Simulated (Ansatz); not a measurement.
## [Br···H···Br], doublet in cc-pVDZ: errors against UCCSDT(Q)

Geometry: a point of a hydrogen-transfer path between rigid fragments, not a stationary point.

```tsv
atom	x (Å)	y (Å)	z (Å)
Br	0.0000	0.0000	-1.8083
H	0.0000	0.0000	-0.1533
Br	0.0000	0.0000	1.9617
```

Basis cc-pVDZ; Ansatz 0.2.0. Correlated methods freeze the noble-gas cores and the filled d shells of p-block atoms, which leaves 15 electrons in 31 orbitals. Prefix R: restricted or restricted open-shell reference; prefix U: unrestricted. Active spaces: pair = (3e, 3o) about the gap; valence = (15e, 9o) chosen from the atoms' valence shells. No spin–orbit coupling is included, and no scalar relativity.

Full CI isn't at hand for all of this; UCCSDT(Q) serves as the reference, and is uncertain by about the last step of the cluster series. The frozen core follows each run's orbitals, which can shift R against U totals by a few meV for light atoms and by up to 0.1 eV past Ca.

```
UHF ⟨S²⟩                          : 0.756
T1 diagnostic (RCCSD)             : 0.0106
largest doubles amplitude (RCCSD) : 0.068
T1 diagnostic (UCCSD)             : 0.0078
```

```
   level  E − E(UCCSDT(Q)) (kJ/mol)  share of correlation (%)  wall time
     UHF                      679.5                      1.37          –
    UMP2                       87.8                     87.26          –
   UCCSD                       12.5                     98.19          –
UCCSD(T)                        2.4                     99.65       21 s
  UCCSDT                        1.2                     99.83          –
```

The correlation energy at UCCSDT(Q), counted from RHF, is -7.140 eV. That run took 40 s on 1 thread of Arm Neoverse V1, shared host.

Run but not shown, since their state or frozen core can't be matched to the reference's or they repeat it: RHF, RMP2, CISD, RCCSD, RCCSD(T), BCCD(T), RCCSDT, RCCSDT(Q), CASSCF (pair space), NEVPT2 (pair space), MRCISD (pair space), MRCISD+Q (pair space), CASSCF (valence space), NEVPT2 (valence space), MRCISD (valence space), MRCISD+Q (valence space).

Times hold each run's SCF and search for its determinant on a shared host, so for small cases they say little of a method's own cost; they ran on 1 thread of Arm Neoverse V1.

Natural occupations of CASSCF (valence space) about the gap: 1.999 1.999 1.999 1.956 1.000 0.046; effectively unpaired electrons, Σ n²(2−n)², 1.02.
